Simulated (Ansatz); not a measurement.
Rutile TiO₂, treated with PBE0 (PAW; Ansatz, a first-principles code).

Settings: plane-wave cutoff 460 eV, 6×6×8 k mesh (along the axes of the cell as run), Fermi–Dirac smearing 0.01 eV, no spin polarisation, scalar-relativistic PAW data made under PBE.

Cell (relaxed at this level):

```xyz
6
Lattice="4.5792 0.0000 0.0000 0.0000 4.5792 0.0000 0.0000 0.0000 2.9441" Properties=species:S:1:pos:R:3 pbc="T T T"
Ti     0.0000     0.0000     0.0000
Ti     2.2896     2.2896     1.4721
O      1.3976     1.3976     0.0000
O      3.1816     3.1816     0.0000
O      0.8920     3.6872     1.4721
O      3.6872     0.8920     1.4721
```

Give the computed band gap.


* **band gap**: 4.20 eV (on the SCF k mesh) (direct)

Static lattice: no zero-point or thermal effects.
